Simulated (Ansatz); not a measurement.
**PH3+ (doublet): from Hartree-Fock to the top rungs at a displaced geometry (v1), 6-31G**

Aim: climb from Hartree-Fock through coupled cluster and multireference methods for PH3+ (doublet) at one geometry and basis, and see what each rung misses.

Computed with Ansatz 0.2.0, Gaussian basis. Level: 6-31G, core rule «outside noble gas», up to 5 orbitals frozen.

Plan: UHF; CCSD(T) on ROHF; CCSD(T) on UHF; BCCD(T) on ROHF; CISD; CCSDT(Q) on ROHF; CCSDT(Q) on UHF; CISDTQ; CCSDTQ on ROHF; CCSDTQ on UHF; CASSCF and MRCISD+Q, 7 electrons in 7 orbitals; CASSCF and MRCISD+Q(relaxed), 7 electrons in 7 orbitals; CASSCF and NEVPT2, 7 electrons in 7 orbitals; Full CI.

15 further runs of the same task are left out: 7 that didn't finish, 8 set aside as unsound or not needed.

## Step 1: The geometry

The geometry is a PBE0/def2-TZVP stationary point (not a proven minimum) with its atoms shifted at random (size 0.040 Å).

4 atoms, charge 1, spin multiplicity 2.

Atoms are counted from 1 here; the program's logs count them from 0.

Bond lengths: P1–H2 1.401 Å, P1–H3 1.406 Å, P1–H4 1.442 Å. Angles: H2–P1–H3 112.7°, H2–P1–H4 114.9°, H3–P1–H4 115.7°.

Geometry (Å):

```xyz
4

P     0.0004   -0.0003   -0.0303
H     1.3535   -0.0019    0.3322
H    -0.6430    1.2097    0.2830
H    -0.7215   -1.1998    0.3161
```

## Step 2: UHF

in.yaml reads:

```yaml
crystal:
  periodic: [false, false, false]
  atoms:
    - {symbol: P, position_ang: [0.000357, -0.000263, -0.030306]}
    - {symbol: H, position_ang: [1.353496, -0.001855, 0.332157]}
    - {symbol: H, position_ang: [-0.643001, 1.209734, 0.283047]}
    - {symbol: H, position_ang: [-0.721453, -1.199782, 0.316094]}
basis:
  gaussian: {orbitals: 6-31G}
total_charge: 1
magnetization: {spin_polarized: true, initial_magnetization: 1}
hamiltonian: {xc: hf}
output: {orbitals: {seedname: orbitals}}
```

Started as:

```sh
$ ansatz run in.yaml --threads 1 --pin off --events-out ev --progress --plain --max-ram 2393MiB
```

Further steps of the session: CCSD(T) on ROHF; CCSD(T) on UHF; BCCD(T) on ROHF; CISD; CCSDT(Q) on ROHF; CCSDT(Q) on UHF; CISDTQ; CCSDTQ on ROHF; CCSDTQ on UHF; CASSCF and MRCISD+Q, 7 electrons in 7 orbitals; CASSCF and MRCISD+Q(relaxed), 7 electrons in 7 orbitals; CASSCF and NEVPT2, 7 electrons in 7 orbitals; Full CI.

**Question.** What will the summary of the whole plan be? Wanted: FCI from the RHF energy; RMP2 from FCI; UMP2 from FCI; RCCSD from FCI; RCCSD(T) from FCI; UCCSD(T) from FCI; RCCSDT(Q) from FCI; UCCSDT(Q) from FCI; NEVPT2 valence from FCI.

**Answer**, as computed:

| quantity | value |
| --- | --- |
| FCI from the ROHF energy | -2.0369 eV |
| RMP2 from FCI | +57.0 kJ/mol |
| UMP2 from FCI | +55.6 kJ/mol |
| RCCSD from FCI | +2.5 kJ/mol |
| RCCSD(T) from FCI | +0.7 kJ/mol |
| UCCSD(T) from FCI | +0.7 kJ/mol |
| RCCSDT(Q) from FCI | 0.0 kJ/mol |
| UCCSDT(Q) from FCI | 0.0 kJ/mol |
| NEVPT2 valence from FCI | +11.7 kJ/mol |
| MRCISD+Q valence from FCI | +0.5 kJ/mol |
| MRCISD+Q(relaxed) valence from FCI | +0.1 kJ/mol |
| levels within 1 kcal/mol (43 meV) | RCCSD, UCCSD, RCCSD(T), UCCSD(T), BCCD(T), RCCSDT, UCCSDT, CISDTQ, RCCSDT(Q), UCCSDT(Q), RCCSDTQ, UCCSDTQ, MRCISD valence, MRCISD+Q valence, MRCISD+Q(relaxed) valence |
| T1 diagnostic | 0.013 |
| effectively unpaired electrons | 1.02 |

RCCSD(T) misses by +0.7 kJ/mol, 0.4 % of the correlation energy. One determinant dominates. Of the multireference levels listed MRCISD+Q(relaxed) valence comes nearest in total energy (+0.1 kJ/mol), which doesn't show that its space is the better one. These misses are within one basis, not against nature; the frozen cores of restricted and unrestricted runs differ, which can shift their rows.

Levels on UHF freeze UHF's core orbitals, full CI those of ROHF, so the U rows can settle a little off it for that reason alone.

With open shells the CI space here admits some triples and quadruples, so it is larger than plain CISD.
